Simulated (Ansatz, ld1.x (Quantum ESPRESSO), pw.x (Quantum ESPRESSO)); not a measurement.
# Ta (Z = 73): one change to the PAW potential, in the atom and in the sc crystal

- Element: tantalum
- Generator: ld1.x (Quantum ESPRESSO) 7.5
- Type: PAW
- Functional: PBEsol
- Relativity: scalar-relativistic
- Frozen core: [Kr] 4d10 4f14
- Valence charge: 13
- Reference configuration: 5s2 5p6 5d3 6s2 6p0
- Partial waves: 5s (bound): rcut 1.60, rcutus 2.00 bohr; 6s (bound): rcut 1.60, rcutus 2.00 bohr; 5p (bound): rcut 1.90, rcutus 2.50 bohr; 6p (bound, empty): rcut 1.90, rcutus 2.50 bohr; 5d (bound): rcut 2.75, rcutus 3.10 bohr; 5d channel at 1.1 Ry: rcut 2.75, rcutus 3.10 bohr
- Local potential: all-electron potential smoothed inside 2.65 bohr (lloc = -1)
- Core correction: Bessel-smoothed model core inside 1.00 bohr
- Augmentation charge: BESSEL, radius 1.75 bohr

Change: local potential all-electron potential smoothed inside 3.42 bohr (lloc = -1).

Cutoffs, loose and tight: the cutoffs (Ry, on a coarse ladder) from which the occupation-weighted sum of valence levels, in a spherical-Bessel basis at the reference potential, stays within 10 and 1 mRy of its value at 400 Ry. They do not see the model core or the augmentation charge, which bear on the density cutoff. Test errors are all-electron minus pseudo excitation energies from the reference, over the configurations 5s2 5p6 5d3 6s1 6p0; 5s2 5p6 5d3 6s0 6p0; 5s2 5p6 5d2 6s0 6p0; 5s2 5p6 5d2 6s2 6p1; 5s2 5p6 5d4 6s0 6p0; 5s2 5p6 5d1 6s0 6p0; 5s2 5p6 5d3 6s1.5 6p0; variants that change the core or the reference have their own tests.

Crystal test: sc Ta in pw.x 7.5, no spin, 12³ k-points, Fermi–Dirac smearing 0.01 Ry, cutoffs set for each file from its atomic test. The reference is all-electron LAPW (Ansatz 0.2.0) with the same functional, mesh and smearing; V0 and B0 come from Birch–Murnaghan fits to the pressures at five volumes. Errors are pseudo minus all-electron; Δ is the rms difference of the E(V) curves that follow from these fits, minima aligned, over ±6 % about the mean V0. Mesh and smearing are coarse, so the numbers serve the comparison and aren't converged zero-temperature values; the lattice is a test structure that the element need not adopt.

All-electron: a0 = 2.707 Å (V0 = 19.84 Å³/atom), B0 = 154.9 GPa.

Does the change bring the crystal closer to the all-electron result?

The mean pressure error goes from +6.29 to +8.39 GPa, so the change moves the solid further from the all-electron pressures.

```csv
quantity,base,changed
outcome (atom),generated,generated
"cutoff, loose (atom)",25 Ry,25 Ry
"cutoff, tight (atom)",30 Ry,30 Ry
bound ghosts (atom),none,none
largest test error (meV) (atom),-11 over the solved tests; 4 of 7 tests not solved or not reliable,test run stopped at test 1 of 7 (negative rho)
cutoffs in pw.x (Ry),40/320,40/320
a0 (Å),2.738,–
a0 error (%),+1.14,–
B0 error (%),+3.0,–
Δ (meV/atom),23.9,–
mean pressure error (GPa),+6.29,+8.39
```

A dash: not determined, or the minimum lies outside the volumes sampled.

Base: The largest radius (3.10 bohr) exceeds half the bond length (2.55 bohr), so the spheres overlap, which is one possible source of error among others. This is a poor potential for the solid. Atomic configuration tests: 4 of 7 tests not solved or not reliable. Changed file: The largest radius (3.42 bohr) exceeds half the bond length (2.55 bohr), so the spheres overlap, which is one possible source of error among others. This is a poor potential for the solid. Atomic configuration tests: test run stopped at test 1 of 7 (negative rho). The atomic cutoffs weigh occupied waves only.
